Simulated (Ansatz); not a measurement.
Relative stability

The two ends of one reaction step of BSiH7O, singlet (PBE0-D4/def2-TZVP).

A:

```xyz
10
angstrom
B -0.7740 0.1815 -0.2686
Si 0.4205 -1.2116 0.5705
H -0.9468 0.0008 -1.4521
H -1.7752 0.4655 0.3349
H 0.9624 1.4774 -0.6247
O 0.1047 1.6079 -0.2010
H 1.8321 -1.0490 0.0723
H 0.5294 -1.1716 2.0596
H 0.0103 -2.5964 0.1979
H -0.3636 2.2956 -0.6891
```

B:

```tsv
atom	x (Å)	y (Å)	z (Å)
B1	-1.2175	0.9859	-0.6920
Si2	1.0555	-1.3750	0.6918
H3	-1.1469	0.8094	-1.8782
H4	-1.6674	0.1629	0.0526
H5	1.0529	-0.5644	-0.5553
O6	-0.8058	2.1439	-0.1384
H7	2.3764	-2.0417	0.8263
H8	0.8226	-0.4897	1.8588
H9	-0.0123	-2.4021	0.6120
H10	-0.4576	2.7708	-0.7776
```

Program: Ansatz 0.2.0. Basis: def2-TZVPP. Cores are frozen in the correlated methods. B3LYP uses VWN-RPA correlation.

**Question.** Which structure is lower at CCSD(T), and by how much? (Judge from chemistry; the value comes from the calculation.)

**Answer.** The calculation gives: B, by 24.59 kcal/mol (electronic energy, against the other). By their contacts, A is BSiH₇O ([OH2][BH2][SiH3]) and B is a complex of BH₃O ([BH2][OH]) + SiH₄.

All methods give the same order:

| method | E(B) − E(A) (kcal/mol) |
| --- | --- |
| SPW92 | -13.69 |
| PBE-D4 | -19.96 |
| BLYP-D4 | -26.51 |
| r2SCAN-D4 | -22.28 |
| B97M-V | -22.93 |
| PBE0-D4 | -20.25 |
| B3LYP-D4 | -26.16 |
| r2SCAN0-D4 | -22.20 |
| BHLYP-D4 | -27.14 |
| CAM-B3LYP-D4 | -25.77 |
| wB97X-V | -23.81 |
| wB97M-V | -24.15 |
| B2PLYP | -26.67 |
| PBE-QIDH | -21.92 |
| RPA on PBE | -26.07 |
| HF | -34.98 |
| MP2 | -24.73 |
| CCSD | -25.70 |
| CCSD(T) | -24.59 |

T1 diagnostic: at most 0.013.

Labels in which every atom is bracketed show which atoms are joined, not bond orders.

For scale, one of the runs: CCSD(T)/def2-TZVPP, 202 basis functions (an equivalent command: `ansatz run in.yaml --threads 2`). The run took 39 s on 2 CPU threads (shared host), with 2.7 GiB of host memory at its peak.
